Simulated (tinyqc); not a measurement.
Coupled-perturbed Hartree-Fock on RHF in the sto-3g basis, for H2O, spin multiplicity 1, step by step. One step of it, computed by the program tinyqc.

Task: Iteration 8 (converged): orbitals. Diagonalise F' = X^T F X, C = X C', fill 5 alpha and 5 beta electrons from the bottom; D = 2 C_occ C_occ^T. Each column has its largest component positive (the first on a tie).

converged F (hartree), lower triangle:
```
,1O 1s,1O 2s,1O 2px,1O 2py,1O 2pz,2H 1s,3H 1s
1O 1s,-20.241861
1O 2s,-5.162029,-2.410725
1O 2px,0.000000,0.000000,-0.383015
1O 2py,0.000031,0.000309,0.000000,-0.247279
1O 2pz,-0.026103,-0.078258,0.000000,0.000316,-0.284809
2H 1s,-0.907573,-0.837076,0.000000,-0.375020,-0.314720,-0.439380
3H 1s,-0.910568,-0.839037,0.000000,0.375579,-0.314982,-0.254492,-0.440789
```

X, lower triangle:
```
,1O 1s,1O 2s,1O 2px,1O 2py,1O 2pz,2H 1s,3H 1s
1O 1s,1.023755
1O 2s,-0.138086,1.172670
1O 2px,0.000000,0.000000,1.000000
1O 2py,0.000021,-0.000272,0.000000,1.085089
1O 2pz,-0.007529,0.074035,0.000000,-0.000108,1.036361
2H 1s,0.019755,-0.235779,0.000000,-0.190139,-0.116281,1.140969
3H 1s,0.019793,-0.236567,0.000000,0.190576,-0.116554,-0.060462,1.141616
```

Give: F' = X^T F X; orbital energies; coefficients C; D after iteration 8.

Result:

F' = X^T F X (hartree), lower triangle:
```
,1,2,3,4,5,6,7
1,-19.8661
2,-2.6886,-1.2896
3,0.0000,0.0000,-0.3830
4,0.0001,-0.0002,0.0000,0.0055
5,-0.0529,0.1014,0.0000,0.0001,-0.1673
6,-0.1089,-0.4272,0.0000,-0.4227,-0.2931,-0.0111
7,-0.1096,-0.4284,0.0000,0.4234,-0.2935,-0.0684,-0.0108
```

orbital energies (hartree): MO1 -20.2503, MO2 -1.2132, MO3 -0.5674, MO4 -0.4266, MO5 -0.3830, MO6 0.4878, MO7 0.6303

coefficients C:
```
,MO1,MO2,MO3,MO4,MO5,MO6,MO7
1O 1s,0.9944,-0.2381,-0.0002,0.0931,0.0000,0.1177,0.0006
1O 2s,0.0245,0.8765,0.0013,-0.4796,0.0000,-0.7158,-0.0041
1O 2px,0.0000,0.0000,0.0000,0.0000,1.0000,0.0000,0.0000
1O 2py,0.0000,-0.0003,0.5976,0.0005,0.0000,-0.0038,0.9449
1O 2pz,0.0032,0.0895,-0.0008,0.7690,0.0000,-0.7123,-0.0031
2H 1s,-0.0048,0.1482,0.4500,0.3158,0.0000,0.7325,-0.7418
3H 1s,-0.0049,0.1486,-0.4504,0.3146,0.0000,0.7268,0.7490
```

D after iteration 8, lower triangle:
```
,1O 1s,1O 2s,1O 2px,1O 2py,1O 2pz,2H 1s,3H 1s
1O 1s,2.1082
1O 2s,-0.4578,1.9977
1O 2px,0.0000,0.0000,2.0000
1O 2py,-0.0001,0.0005,0.0000,0.7142
1O 2pz,0.1070,-0.5806,0.0000,-0.0002,1.1987
2H 1s,-0.0216,-0.0423,0.0000,0.5381,0.5114,0.6484
3H 1s,-0.0216,-0.0426,0.0000,-0.5380,0.5111,-0.1626,0.6478
```
